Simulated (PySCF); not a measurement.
hydrogen cyanide (CHN), SMILES C#N. Geometry: ωB97X-D3(BJ)/def2-TZVPD.

TDDFT-ωB97X/def2-TZVPD (PySCF) puts the lowest singlet excitations at 7.82, 8.19, 8.19, 9.44, 9.44, 10.32 eV and the lowest triplet (TDA) at 6.47 eV.

**Question.** What are the lowest singlet roots from EOM-CCSD/aug-cc-pVDZ run with PySCF? (The exact figures need the calculation; the answer reports its results.)

**Answer.** 8.60, 8.93, 8.93, 9.36, 9.36, 10.22 eV; triplets 6.51, 7.67, 7.67 eV. S1 differs by 0.78 eV (second minus first; roots are paired by order, and the bases may differ).
